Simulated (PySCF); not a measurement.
# Chlorine: a sound run and one with changed settings

Sound run: Cl [Ne] 3s2 3p5, Cl⁺ [Ne] 3s2 3p4. Calculation: PySCF 2.14, in cc-pVTZ-DK (5s4p2d1f, 34 functions); the spin-free X2C one-electron Hamiltonian (Gaussian nucleus). In the sound run the correlated levels freeze [Ne]. The sound run starts from symmetry-adapted Hartree-Fock orbitals and uses a fine grid where one is needed.

Changed run: initial guess 1e, at most 50 SCF cycles, level shift 0.1 hartree.

```
species   method  sound run (hartree)  changed run (hartree)  converged
     Cl      UHF           -460.89424             -460.89424        yes
     Cl    M06-L           -461.55471             -461.55471        yes
     Cl    B3LYP           -461.59439             -461.59439        yes
     Cl      MP2           -461.05230             -461.04227        yes
     Cl  CCSD(T)           -461.08065             -461.08065        yes
    Cl⁺      UHF           -460.46221             -460.46221        yes
    Cl⁺    M06-L           -461.08196             -461.08196        yes
    Cl⁺    B3LYP           -461.11490             -461.11490        yes
    Cl⁺      MP2           -460.58581             -460.57814        yes
    Cl⁺  CCSD(T)           -460.61416             -460.61416        yes
```

Ionisation energy of Cl:

```json
{"method": "UHF", "sound run (eV)": "11.756", "changed run (eV)": "11.756"}
{"method": "M06-L", "sound run (eV)": "12.864", "changed run (eV)": "12.864"}
{"method": "B3LYP", "sound run (eV)": "13.048", "changed run (eV)": "13.048"}
{"method": "MP2", "sound run (eV)": "12.694", "changed run (eV)": "12.630"}
{"method": "SCS-MP2", "sound run (eV)": "12.692", "changed run (eV)": "12.630"}
{"method": "CCSD", "sound run (eV)": "12.658", "changed run (eV)": "12.658"}
{"method": "CCSD(T)", "sound run (eV)": "12.694", "changed run (eV)": "12.694"}
```

A level shift leaves the converged SCF energy unchanged but raises the virtual orbital energies, which shrinks MP2 if it is not removed.

For comparison, NIST gives 12.968 eV between the lowest levels.
